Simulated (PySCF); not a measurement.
Field gradients at the hydrogen positions

1,4-hexadiyne, C6H6.
Cartesian coordinates in Å at the GFN2-xTB level; atoms count from 1:
```xyz
12
C6H6 angstrom
C     -3.0428    0.6468    0.3819
C     -2.1785   -0.1793    0.4125
C     -1.1092   -1.1622    0.4478
C      0.1885   -0.5084    0.3676
C      1.2437    0.0544    0.3007
C      2.5285    0.7153    0.2200
H     -3.8092    1.3622    0.3559
H     -1.2242   -1.8533   -0.3953
H     -1.1741   -1.7348    1.3802
H      2.7669    1.1866    1.1735
H      3.3071   -0.0083   -0.0216
H      2.5044    1.4802   -0.5560
```

Level: PBE0/pcSseg-1 (PySCF, non-relativistic); Q(2H) = 0.00286 b; rigid geometry, the same for H and D, with no vibrational averaging.

**Question.** Rank these positions by the coupling χzz of a deuteron there, largest first.
A. H12 (methyl hydrogen)
B. H7 (alkyne hydrogen)
C. H8 (methylene hydrogen)

**Answer.** B (267 kHz), A (207 kHz), C (197 kHz).

**Question.** What are Vzz, η and χzz (234.96 MHz × Q × Vzz) at all hydrogens?

**Answer.** 
```json
{"atom": "H7", "bonded to": "C1", "bond length (Å)": "1.049", "Vzz (au)": "0.3979", "η": "0.00", "χzz (kHz)": "267"}
{"atom": "H8", "bonded to": "C3", "bond length (Å)": "1.096", "Vzz (au)": "0.2931", "η": "0.03", "χzz (kHz)": "197"}
{"atom": "H9", "bonded to": "C3", "bond length (Å)": "1.096", "Vzz (au)": "0.2932", "η": "0.03", "χzz (kHz)": "197"}
{"atom": "H10", "bonded to": "C6", "bond length (Å)": "1.090", "Vzz (au)": "0.3083", "η": "0.02", "χzz (kHz)": "207"}
{"atom": "H11", "bonded to": "C6", "bond length (Å)": "1.090", "Vzz (au)": "0.3084", "η": "0.02", "χzz (kHz)": "207"}
{"atom": "H12", "bonded to": "C6", "bond length (Å)": "1.090", "Vzz (au)": "0.3085", "η": "0.02", "χzz (kHz)": "207"}
```

**Question.** Give the 2H NMR doublet splittings at H10 for a magnetic field along the z, y and x axes of the gradient: 3χ/2, 3χ(1 + η)/4, 3χ(1 − η)/4.

**Answer.** With |χ| = 207.2 kHz and η = 0.023: 311, 159 and 152 kHz, to first order and without motion.

Geometry: GFN2-xTB; no solvent, vibrations or thermal averaging. GFN2-xTB bond lengths can be off by several hundredths of an ångström, more for odd bonds, and the gradients follow them. The small basis limits the accuracy of the gradients.
